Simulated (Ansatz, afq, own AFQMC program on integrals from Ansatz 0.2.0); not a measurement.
# Where AFQMC and coupled cluster stand for BH2O⁺, singlet

```yaml
atoms:
  - { symbol: B, position_ang: [0.0000, -0.2384, 0.7416] }
  - { symbol: O, position_ang: [0.0000, 0.1607, -0.5303] }
  - { symbol: H, position_ang: [0.0000, 0.5590, 1.6392] }
  - { symbol: H, position_ang: [0.0000, -0.5526, -1.1750] }
```

Connectivity, by distances: BH–OH.

Basis cc-pVDZ. Noble-gas cores (and the filled d shells of Ga–Kr and In–Xe) are frozen. Ansatz 0.2.0 and our own AFQMC program on the same integrals; the CISD trial comes from CCSD amplitudes, and released means the phaseless constraint is let go. Uncertainties: one standard error, sampling alone.

Determinant: RHF, the one that the program's search chose, which needn't be the lowest solution. The geometry is a PBE0/def2-TZVP stationary point of this or a neighbouring charge and spin state.

No full CI on the walks' own integrals is used here; CCSDTQ serves as the reference and is uncertain by about the last step of the cluster series.

Cautions: raised T1 diagnostic (T1 0.025, weight of the determinant 0.90, largest double 0.06).

* T1 diagnostic: 0.0249
* weight of the determinant in the CISD state: 0.901
* size of the correlated space: 10 electrons in 36 orbitals

| level | correlation energy (eV) |
| --- | --- |
| MP2 | -7.0397 |
| CCSD | -7.4163 |
| CCSD(T) | -7.6449 |

Question: Estimate where AFQMC with the constraint released lies against CCSD(T) on the same integrals.

Answer: 4.0 ± 0.4 kJ/mol below CCSD(T).

Reference: CCSDTQ, correlation energy -7.680 eV. The released energy is read at 2.40 1/Eh (meV from the phaseless value at times in 1/Eh: 0 ± 5 at 0.24, -3 ± 3 at 0.51, 0 ± 3 at 0.99, 4 ± 4 at 1.62, -1 ± 5 at 2.40).

```json
{"level": "CCSD(T)", "E − E(reference) (kJ/mol)": "3.4", "share of correlation (%)": "99.55"}
{"level": "CCSDT", "E − E(reference) (kJ/mol)": "1.8", "share of correlation (%)": "99.76"}
{"level": "CCSDT(Q)", "E − E(reference) (kJ/mol)": "-0.5", "share of correlation (%)": "100.07"}
{"level": "ph-AFQMC/HF", "E − E(reference) (kJ/mol)": "-21.6 ± 2.4", "share of correlation (%)": "102.91"}
{"level": "ph-AFQMC/CISD", "E − E(reference) (kJ/mol)": "-0.5 ± 0.5", "share of correlation (%)": "100.06"}
{"level": "released AFQMC", "E − E(reference) (kJ/mol)": "-0.6 ± 0.4", "share of correlation (%)": "100.08"}
```

CCSDT and higher add their correlation energy to the determinant of the CCSD(T) run, since their own runs factorise the integrals more tightly (a shift of under 2 meV). A walk keeps the symmetry of its determinant, which the program's search chose and which needn't be the lowest solution, so a lower state of the same spin and another symmetry isn't excluded. Released energies are given only where the last usable release times agree within the noise; a slower fall can still hide under it.
